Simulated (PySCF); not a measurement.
## How the functional moves excitation energies

Species: C2H6O.
Numbering: `[CH3:1][CH2:2][OH:3]` (hydrogens: H4, H5, H6 on C1; H7, H8 on C2; H9 on O3)

Structure used (PBE0-D3(BJ)/def2-SVP), in Å, numbered top down from 1:
```
atom  x, y, z in Å
C1    -0.890    0.173    0.153
C2     0.457   -0.374   -0.278
O3     1.518    0.504   -0.010
H4    -1.707   -0.514   -0.119
H5    -1.081    1.147   -0.322
H6    -0.930    0.316    1.246
H7     0.623   -1.369    0.185
H8     0.463   -0.536   -1.367
H9     1.547    0.652    0.940
```

Linear-response calculations in the def2-SVPD basis (PySCF; singlets by full response, triplets Tamm–Dancoff, core orbitals frozen in the response; HF means time-dependent Hartree–Fock). 'Strongest' is the level of largest summed f among the singlets computed (10 roots, of which the last may lack a degenerate partner); it can jump between rows when another state enters that window. S1 is the lowest singlet of each run and needn't be the same state throughout; f(S1) is that of one state. Isolated species at its PBE0-D3(BJ)/def2-SVP geometry (one conformer only).

```csv
functional,kind,S1 (eV),f(S1),strongest (eV),T1 (eV),HOMO (eV),gap (eV),"ionisation energy, ΔSCF (eV)"
PBE0,"global hybrid, 25% exact exchange",7.03,0.010,9.74,6.72,-7.95,8.54,10.54
BHandHLYP,"global hybrid, 50% exact exchange",7.54,0.008,10.32,7.19,-9.58,10.64,10.61
CAM-B3LYP,range-separated hybrid,7.04,0.009,10.01,6.73,-9.46,10.67,10.71
LC-wPBE,range-separated hybrid,7.52,0.009,10.51,7.14,-10.78,13.13,10.80
```

Problem. What does wB97X-D (range-separated hybrid) give?

Solution. S1 (eV) 7.33, f(S1) 0.009, strongest (eV) 10.29, T1 (eV) 7.08, HOMO (eV) -9.91, gap (eV) 12.18, ionisation energy, ΔSCF (eV) 10.65. S1 runs from 7.03 eV (PBE0) to 7.54 eV (BHandHLYP), a spread of 0.51 eV, while the orbital gap spreads over 4.6 eV. −ε(HOMO) comes closest to its own ΔSCF ionisation energy with LC-wPBE (-0.01 eV) and misses most with PBE0 (-2.59 eV).
